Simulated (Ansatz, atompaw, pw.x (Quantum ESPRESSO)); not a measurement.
## tellurium: one change to the PAW (atompaw) potential, in the atom and in the bcc crystal

tellurium (Te), PAW, made with atompaw 4.2.0.5 (PBEsol, scalar-relativistic). Core [Kr], reference 4d10 5s1.75 5p4.25. Waves: 5s (bound): rc 1.75 bohr; 5s channel at 0.65 Ry: rc 1.95 bohr; 5p (bound): rc 1.95 bohr; 5p channel at -0.1 Ry: rc 1.95 bohr; 4d (bound): rc 1.60 bohr; 4d channel at -2 Ry: rc 1.95 bohr. Local part: bessel scheme, radius 1.90 bohr. Core correction: smooth core density matched at 1.10 bohr. Augmentation charge: besselshape compensation charge, radius 1.45 bohr; PAW radius 1.95 bohr; waves and projectors: custom polynom vanderbiltortho.

Change: all radii scaled by about 1.16 (s 2.02, p 2.26, d 1.86 bohr); local potential bessel scheme, radius 2.20 bohr; augmentation besselshape compensation charge, radius 1.68 bohr; PAW radius 2.26 bohr; waves and projectors: custom polynom vanderbiltortho; core correction smooth core density matched at 1.28 bohr.

Cutoffs, loose and tight: the cutoffs (Ry, on a coarse ladder) from which the occupation-weighted sum of valence levels, in a spherical-Bessel basis at the reference potential, stays within 10 and 1 mRy of its value at 400 Ry. They see the waves, projectors and local potential, not the compensation charge or the core.

Crystal test: bcc Te in pw.x 7.5, no spin, 12³ k-points, Fermi–Dirac smearing 0.01 Ry, cutoffs set for each file from its atomic test. The reference is all-electron LAPW (Ansatz 0.2.0) with the same functional, mesh and smearing; V0 and B0 come from Birch–Murnaghan fits to the pressures at five volumes. Errors are pseudo minus all-electron; Δ is the rms difference of the E(V) curves that follow from these fits, minima aligned, over ±6 % about the mean V0. Mesh and smearing are coarse, so the numbers serve the comparison and aren't converged zero-temperature values; the lattice is a test structure that the element need not adopt.

All-electron: a0 = 3.776 Å (V0 = 26.93 Å³/atom), B0 = 64.5 GPa.

Question: Does the change bring the crystal closer to the all-electron result?

Answer: The mean pressure error goes from +0.59 to +0.84 GPa, so the change moves the solid further from the all-electron pressures.

| quantity | base | changed |
| --- | --- | --- |
| outcome (atom) | generated | generated |
| cutoff, loose (atom) | 70 Ry | 45 Ry |
| cutoff, tight (atom) | 100 Ry | 80 Ry |
| bound ghosts (atom) | none | none |
| cutoffs in pw.x (Ry) | 120/900 | 100/900 |
| a0 (Å) | 3.788 | 3.792 |
| a0 error (%) | +0.29 | +0.42 |
| B0 error (%) | -0.5 | -0.4 |
| Δ (meV/atom) | 3.4 | 4.8 |
| mean pressure error (GPa) | +0.59 | +0.84 |
